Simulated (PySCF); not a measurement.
# S2O2, singlet: structure and spectrum

These are results of PBE/[S def2-TZVP, O def2-TZVP], no relativity, density fitting, PySCF, not measurements.

The structure is a minimum.

Z-matrix (Å, degrees; charge 0 multiplicity 1):
```
S
S  1 2.0644
O  1 1.4949 2 110.67
O  2 1.4949 1 110.67 3 180.00
```

```json
{
  "Point group": "C2h",
  "Bond lengths": "S–O 1.495 Å (×2), S–S 2.064 Å",
  "Bond angles": "O–S–S 110.7° (×2)",
  "Rotational symmetry number": "2",
  "Principal quadrupole moments (Buckingham, traceless) about the centre of mass": "-11.28, 4.79, 6.49 D Å",
  "Dipole moment": "0.00 D",
  "Atomisation energy without zero-point energy": "1337 kJ/mol",
  "Enthalpy at 298.15 K above 0 K": "14.81 kJ/mol",
  "Entropy at 298.15 K and 1 bar": "294.4 J/(mol K)",
  "Lowest empty level": "-4.74 eV",
  "Zero-point energy": "20.4 kJ/mol",
  "Rotational constants": "0.7337, 0.09084, 0.08084 cm⁻¹",
  "Heat capacity Cp at 298.15 K": "63.0 J/(mol K)",
  "Highest occupied level": "-6.50 eV",
  "Principal polarisabilities": "24.4, 36.6, 81.6 bohr³"
}
```

Harmonic modes (masses in u: S 31.972, O 15.995):
| symmetry | ω (cm⁻¹) | IR (km/mol) |
| --- | --- | --- |
| bu | 157 | 16.3 |
| au | 181 | 10.9 |
| ag | 315 | 0.0 |
| ag | 546 | 0.0 |
| bu | 1095 | 277 |
| ag | 1117 | 0.0 |

In C2h the vibrations span 2bu + au + 3ag. The ag modes carry no infrared intensity, as symmetry demands. With a centre of inversion only u modes can be infrared active and only g modes Raman active.

Charges (e):
| atom | Mulliken | Löwdin | polar tensor | Mayer order to S1 |
| --- | --- | --- | --- | --- |
| S1 | 0.35 | 0.32 | 0.53 | – |
| S2 | 0.35 | 0.32 | 0.53 | 1.37 |
| O3 | -0.35 | -0.32 | -0.53 | 1.66 |
| O4 | -0.35 | -0.32 | -0.53 | 0.29 |
Other Mayer orders above 0.3: S–O 1.66.

Mulliken populations on S1: s 5.85, p 9.39, d 0.38, f 0.03.

Outer orbital energies (eV). occupied: -12.11, -11.30, -11.19, -10.26, -10.13, -8.93, -6.74, -6.50; empty: -4.74, -2.53, -1.66, 0.47.

This need not be the most stable arrangement of these atoms.

The final relaxation and frequency run took 83 s on 4 threads of a shared Intel Xeon @ 2.50GHz (Skylake/Cascade Lake) host, with 136 basis functions and 13 gradients; the process peaked at 1.3 GiB.
